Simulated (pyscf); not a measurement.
`[OH2]` + `[O]=[Ti]([OH])[OH]` -> `[OH][Ti]([OH])([OH])[OH]`, an addition across a multiple bond or ene-type step (singlet surface; H–O broken, O–Ti, H–O formed). Optimised with ωB97X-D3(BJ)/def2-SVP in PySCF. Energies in kJ/mol from the separated reactants.

Small-basis levels: PySCF, no dispersion term, spherical d functions. 

Question: In single points B3LYP/6-31G*+LANL2DZ puts the saddle at -79.4 kJ/mol and the reaction energy at -218.8 kJ/mol. Should these be trusted to within a few kcal/mol? Compare with ωB97M-D3(BJ)/def2-TZVP.

Answer: ωB97M-D3(BJ)/def2-TZVP gives ΔE‡ = -62.1 kJ/mol and ΔE = -204.2 kJ/mol. B3LYP/6-31G*+LANL2DZ lies 17.2 kJ/mol under it in the barrier and 14.6 kJ/mol under it in the reaction energy, so on this step it does not hold to within 12.6 kJ/mol. ωB97M-D3(BJ)/def2-TZVP has limits of its own. On the reactant side the descent ends in an adduct with a O–Ti contact, 127.9 kJ/mol under the separated species and 60.2 kJ/mol under the saddle at ωB97X-D3(BJ)/def2-TZVP. At ωB97M-D3(BJ) the saddle lies under the separated reactants, which points to a path from their complex (located at ωB97X-D3(BJ) alone). What is counted as formed (O–Ti) is already present as a longer contact in the reactant adduct; forming that adduct is a step of its own. At the saddle there is also a short H–Ti contact that neither side keeps. One saddle was located; it need not be the lowest between these sides.
